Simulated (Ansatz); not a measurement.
Telling isomers of CH6BN apart by their spectra

These gas-phase data were calculated for one isomer of CH6BN at B3LYP-D3(BJ)/6-311G** (harmonic, unscaled wavenumbers; equilibrium rotational constants with average atomic masses):

* rotational constants: 19.87, 17.77, 11.64 GHz
* all wavenumbers above 1500 cm⁻¹: 3653, 3550, 3187, 3112, 2613, 2542, 1623

Candidates:

(1) `[BH2-]1C[NH2+]1`, a singlet
(2) `BNC`, a singlet
(3) `CBN`, a singlet

**Question.** Which structure fits?

**Answer.** Candidate (1). 2 modes lie between 3250 and 3800 cm⁻¹, one for each N–H bond, while (2) has 1. 2 modes lie between 2350 and 2900 cm⁻¹, one for each B–H bond, while (3) has 1.

The same quantities for all candidates:

```tsv
	rotational constants (GHz)	wavenumbers above 1500 cm⁻¹	E above the lowest, B3LYP-D3(BJ)/6-311G** (kcal/mol)
(1)	19.87, 17.77, 11.64	3653, 3550, 3187, 3112, 2613, 2542, 1623	44.3
(2)	45.81, 9.434, 8.227	3587, 3122, 3059, 3013, 2641, 2565, 1557	16.8
(3)	43.39, 8.308, 7.282	3680, 3583, 3072, 3059, 3006, 2571, 1648	0.0
```

Harmonic stretches to hydrogen usually lie a few per cent above observed fundamentals. Each candidate is one conformer. Programs: Ansatz 0.2.0.
